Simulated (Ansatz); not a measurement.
Basis-set extrapolation for `C#CC=O` (PBE0-D4/def2-TZVP geometry, frozen core, Ansatz 0.2.0). Multiplicity 1, RHF reference.

```csv
,def2-TZVPP,def2-QZVPP
HF,-189.618207,-189.626313
MP2 correlation,-0.679449,-0.726921
CCSD(T) correlation,-0.724513,not run
```

Energies in hartree. Use E(X) = E(∞) + A·exp(−7.88·√X) for Hartree–Fock and E(X) = E(∞) + B·X^(−2.97) for correlation, with X = 3 and 4, and add CCSD(T) minus MP2 of the smaller set to the MP2 limit.

**Question.** What is the CCSD(T) energy at the basis-set limit?

**Answer.** HF limit: -189.626313 + (-0.008106) × 0.13774 = -189.62743. MP2 limit: -0.726921 + (-0.047472) × 0.74074 = -0.76209. Higher-order term: -0.724513 − (-0.679449) = -0.04506. Total: -190.43458 hartree, 2.50 eV below CCSD(T)/def2-TZVPP.
